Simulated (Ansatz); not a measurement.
GeH4⁺, doublet: vertical spin and charge gaps

Geometry (PBE0/def2-TZVP stationary point for this spin, not checked as a minimum):

```xyz
5

Ge    0.0000    0.0000    0.0000
H     0.5613    1.0339    1.0326
H    -0.5699   -1.0297    1.0321
H    -0.5592    1.0308   -1.0368
H     0.5678   -1.0351   -1.0279
```

Basis 6-31G (Cartesian d functions); Ansatz 0.2.0. Correlated methods freeze the noble-gas cores and the filled d shells of p-block atoms. Prefix R: restricted or restricted open-shell reference. Active spaces: valence = (7e, 8o) chosen from the atoms' valence shells. No spin–orbit coupling is included, and no scalar relativity.

Gaps are energies of the second state less the first, at fixed atoms, for a selection of the levels run; each method lands on the state that its own search finds for that charge and spin.

Quartet less doublet: 6.746 eV at full CI (doublet A1, quartet B1, in C2v).

```
                   level  gap (eV)  error (meV)
                     RHF     5.877         -869
                    RMP2     6.503         -243
                 BCCD(T)     6.739           -7
                  RCCSDT     6.746            0
               RCCSDT(Q)     6.746            0
  CASSCF (valence space)     6.776           30
  NEVPT2 (valence space)     6.750            4
MRCISD+Q (valence space)     6.748            2
                     PBE     6.899          153
                 wB97M-V     7.067          321
```

In so small a basis the reference is far from its limit while semilocal and hybrid functionals are nearer theirs, so the functionals' errors here hold much of the reference's basis and frozen-core error, which can add to them or hide them.

Full CI is exact within this basis and frozen core; it isn't the basis-set limit.
